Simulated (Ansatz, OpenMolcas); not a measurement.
# SiNH4 (SMILES [NH][SiH3]): from total energies to a heat of formation

SiNH4 has 6 atoms, charge 0, and is taken as a doublet. As SMILES, `[NH][SiH3]`. The shape is that of a PBE0-D4/def2-TZVP optimisation.

Total energies at UPBE/def2-TZVP (OpenMolcas 26.06); the atoms run unrestricted:

```tsv
species	state	energy (Eh)
SiNH4	doublet	-346.389560
N	quartet	-54.532142
Si	triplet	-289.222850
H	doublet	-0.499616
```

Harmonic wavenumbers at UPBE0-D4/def2-TZVP, in cm⁻¹: 51, 553, 622, 765, 887, 910, 947, 956, 2196, 2198, 2256, 3480.

Measured heats of formation of the gaseous atoms at 298.15 K, in kJ/mol: N 472.4, Si 450.0, H 218.0. Spin-orbit lowering of the atoms at 298 K (mean of the ground term's levels less their thermal mean, from spectra), in kJ/mol: Si 0.44. Take 1 Eh = 2625.50 kJ/mol, 1 cm⁻¹ = 0.0119627 kJ/mol, RT = 2.479 kJ/mol.

Question: Work out the heat of formation of the gas at 298 K.

Answer: 
1. Electronic atomisation energy: (-54.532142) + (-289.222850) + 4 × (-0.499616) − (-346.389560) = 0.636104 Eh = 1670.1 kJ/mol.
2. Zero-point energy: half the sum of the wavenumbers, 7910.5 cm⁻¹ = 94.6 kJ/mol.
3. Thermal vibrational enthalpy, Σ hcν̃/(exp(hcν̃/kT) − 1): 3.8 kJ/mol. Translation, rotation and pV of a non-linear molecule: 4 RT = 9.9 kJ/mol.
4. The 6 free atoms carry 5/2 RT each: 37.2 kJ/mol.
5. Spin-orbit coupling lowers the free atoms by 0.44 = 0.4 kJ/mol.
6. Atomisation enthalpy at 298 K: 1670.1 − 0.4 − 94.6 − 3.8 − 9.9 + 37.2 = 1598.6 kJ/mol.
7. Sum of the atoms' heats of formation: 1794.4 kJ/mol. Heat of formation: 1794.4 − 1598.6 = +195.8 kJ/mol.

No measured value is set beside it here. Anharmonicity and any spin-orbit splitting of the molecule are left out.
